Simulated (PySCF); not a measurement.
Geometries of 2 isomers of C5H7F, from PBE0-D3(BJ)/def2-SVP geometry optimisation, gas phase in PySCF. One conformer each, no zero-point energy, no frequencies.

Question: Which is lower in electronic energy at this level?
A.
```xyz
13
angstrom
F     -0.300    1.974    0.919
C     -0.004    1.210   -0.203
C      1.277    0.461    0.026
C      1.037   -0.824    0.304
C     -0.428   -1.151    0.261
C     -1.036    0.099   -0.393
H      0.031    1.912   -1.053
H      2.255    0.947    0.038
H      1.802   -1.559    0.569
H     -0.808   -1.317    1.284
H     -0.644   -2.073   -0.302
H     -1.172   -0.077   -1.471
H     -2.009    0.400    0.021
```
B.
```xyz
13
angstrom
C      2.304   -0.729   -0.655
C      1.016   -0.377   -0.535
C      0.435    0.131    0.697
C     -0.850    0.473    0.903
C     -1.972    0.377   -0.072
F     -2.740    1.518   -0.025
H      2.711   -1.099   -1.599
H      2.994   -0.656    0.192
H      0.363   -0.472   -1.410
H      1.130    0.239    1.538
H     -1.145    0.840    1.892
H     -1.620    0.234   -1.107
H     -2.625   -0.479    0.184
```

Answer: A. That is `F[C@H]1C=CCC1`, 22.7 kcal/mol below the other.

| SMILES | atoms numbered as above | E (Eh) | relative (kcal/mol) | relative (kJ/mol) | dipole (D) |
| --- | --- | --- | --- | --- | --- |
| F[C@H]1C=CCC1 | [F:1][C@H:2]1[CH:3]=[CH:4][CH2:5][CH2:6]1 | -294.02665 | 0.0 | 0.0 | 1.87 |
| C=C/C=C\CF | [CH2:1]=[CH:2]/[CH:3]=[CH:4]\[CH2:5][F:6] | -293.99043 | 22.7 | 95.1 | 1.82 |
